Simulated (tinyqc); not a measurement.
Inside a calculation. Method: ROHF in the sto-3g basis, for CH2, spin multiplicity 3. One step of it, computed by the program tinyqc.

Question. Iteration 2: Roothaan effective Fock matrix. With projectors Pc = D(beta) S, Po = (D(alpha) - D(beta)) S, Pv = 1 - D(alpha) S, the block xy is Px^T F Py; with Fc = (F(alpha) + F(beta))/2, the blocks are Fc for cc, oo, vv and cv, F(beta) for co and F(alpha) for ov.

F(alpha) (hartree), lower triangle:
```
,1C 1s,1C 2s,1C 2px,1C 2py,1C 2pz,2H 1s,3H 1s
1C 1s,-11.146789
1C 2s,-2.997123,-1.619954
1C 2px,0.000000,0.000000,-0.440564
1C 2py,0.001628,0.001951,0.000000,-0.215127
1C 2pz,0.002125,0.035435,0.000000,0.021622,-0.170092
2H 1s,-0.490371,-0.542614,0.000000,-0.307056,-0.247025,-0.358270
3H 1s,-0.548365,-0.591976,0.000000,0.329754,-0.256939,-0.167695,-0.400449
```

F(beta) (hartree), lower triangle:
```
,1C 1s,1C 2s,1C 2px,1C 2py,1C 2pz,2H 1s,3H 1s
1C 1s,-11.085000
1C 2s,-2.966847,-1.233565
1C 2px,0.000000,0.000000,0.307040
1C 2py,0.001465,0.020635,0.000000,-0.119238
1C 2pz,0.005143,-0.208156,0.000000,0.005583,0.138298
2H 1s,-0.481627,-0.523093,0.000000,-0.294891,-0.203104,-0.251220
3H 1s,-0.538845,-0.566699,0.000000,0.313187,-0.215845,-0.137602,-0.304109
```

D(alpha) after iteration 1, lower triangle:
```
,1C 1s,1C 2s,1C 2px,1C 2py,1C 2pz,2H 1s,3H 1s
1C 1s,1.069190
1C 2s,-0.292632,1.283989
1C 2px,0.000000,0.000000,1.000000
1C 2py,-0.008194,0.039388,0.000000,0.229476
1C 2pz,0.039659,-0.221527,0.000000,-0.018952,0.212186
2H 1s,0.040065,-0.288058,0.000000,0.226249,0.271137,0.622683
3H 1s,0.029245,-0.249769,0.000000,-0.259486,0.257739,0.068501,0.560251
```

D(beta) after iteration 1, lower triangle:
```
,1C 1s,1C 2s,1C 2px,1C 2py,1C 2pz,2H 1s,3H 1s
1C 1s,1.022755
1C 2s,-0.086703,0.370735
1C 2px,0.000000,0.000000,0.000000
1C 2py,0.001553,-0.003840,0.000000,0.227430
1C 2pz,-0.044154,0.150166,0.000000,-0.001358,0.060907
2H 1s,-0.067502,0.188982,0.000000,0.248829,0.076982,0.373501
3H 1s,-0.070411,0.192187,0.000000,-0.238566,0.077863,-0.162356,0.346373
```

overlap S, lower triangle:
```
,1C 1s,1C 2s,1C 2px,1C 2py,1C 2pz,2H 1s,3H 1s
1C 1s,1.000000
1C 2s,0.248362,1.000000
1C 2px,0.000000,0.000000,1.000000
1C 2py,0.000000,0.000000,0.000000,1.000000
1C 2pz,0.000000,0.000000,0.000000,0.000000,1.000000
2H 1s,0.039646,0.384922,0.000000,0.312961,0.240479,1.000000
3H 1s,0.044379,0.410302,0.000000,-0.328024,0.252043,0.119368,1.000000
```

Give: effective F.

Answer.

effective F (hartree), lower triangle:
```
,1C 1s,1C 2s,1C 2px,1C 2py,1C 2pz,2H 1s,3H 1s
1C 1s,-11.116
1C 2s,-2.979,-1.370
1C 2px,0.000,0.000,-0.067
1C 2py,0.002,0.014,0.000,-0.167
1C 2pz,-0.002,-0.093,0.000,0.015,-0.081
2H 1s,-0.489,-0.531,0.000,-0.300,-0.260,-0.323
3H 1s,-0.546,-0.578,0.000,0.322,-0.268,-0.169,-0.367
```
